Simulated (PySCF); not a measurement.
Core-level binding energies of disilanol

Disilanol, H6OSi2.
Structure used (PBE0-D3(BJ)/def2-SVP), in Å, numbered top down from 1:
```
atom  x, y, z in Å
O1    -1.839    0.700   -0.606
Si2   -0.917   -0.459    0.169
Si3    1.381    0.002   -0.019
H4    -1.724    1.608   -0.311
H5    -1.243   -1.753   -0.495
H6    -1.264   -0.569    1.624
H7     1.684    1.349    0.563
H8     1.812    0.007   -1.451
H9     2.182   -1.022    0.724
```

Computed, not measured: delta-SCF UKS SCAN, pcX-2 on the ionised atom, pcseg-1 elsewhere, spin-free X2C in PySCF. Binding energies are ΔSCF values: E(core-ionised, relaxed orbitals) − E(ground state) at a fixed geometry, referred to the vacuum level.

Problem. Give the core binding energies atom by atom.

Solution. 
```json
{"atom(s)": "O1", "environment": "silanol oxygen", "level": "O 1s", "binding energy (eV)": "538.61", "2p1/2 (eV)": "–", "above the level's lowest (eV)": "0.00", "count": "1"}
{"atom(s)": "Si2", "environment": "oxygen-bound silicon", "level": "Si 2p3/2", "binding energy (eV)": "107.27", "2p1/2 (eV)": "107.89", "above the level's lowest (eV)": "+0.66", "count": "1"}
{"atom(s)": "Si2", "environment": "oxygen-bound silicon", "level": "Si 1s", "binding energy (eV)": "1847.11", "2p1/2 (eV)": "–", "above the level's lowest (eV)": "+0.83", "count": "1"}
{"atom(s)": "Si3", "environment": "SiH3 silicon", "level": "Si 2p3/2", "binding energy (eV)": "106.61", "2p1/2 (eV)": "107.23", "above the level's lowest (eV)": "0.00", "count": "1"}
{"atom(s)": "Si3", "environment": "SiH3 silicon", "level": "Si 1s", "binding energy (eV)": "1846.28", "2p1/2 (eV)": "–", "above the level's lowest (eV)": "0.00", "count": "1"}
```

Lowest listed Si 1s: Si3, bonded to 3 H and Si. Highest, 0.83 eV above it: Si2, bonded to O, 2 H and Si.

Lowest listed Si 2p3/2: Si3, bonded to 3 H and Si. Highest, 0.66 eV above it: Si2, bonded to O, 2 H and Si.

Problem. Express the binding energy of Si 1s of Si2 in atomic units and per mole.

Solution. 1847.11 eV = 67.8800 Eh = 178219 kJ/mol.

For 2p shells one spin-free hole was relaxed; a mean-field spin–orbit operator and the ground-state splitting of the three 2p orbitals were then diagonalised within the shell. The shell's mean is (2 × 2p3/2 + 2p1/2)/3, and the degeneracies 2j + 1 give areas of 2:1. 2p1/2 minus 2p3/2 (ligand field included): Si 0.62 eV. Isolated species at its PBE0-D3(BJ)/def2-SVP geometry (one conformer only).
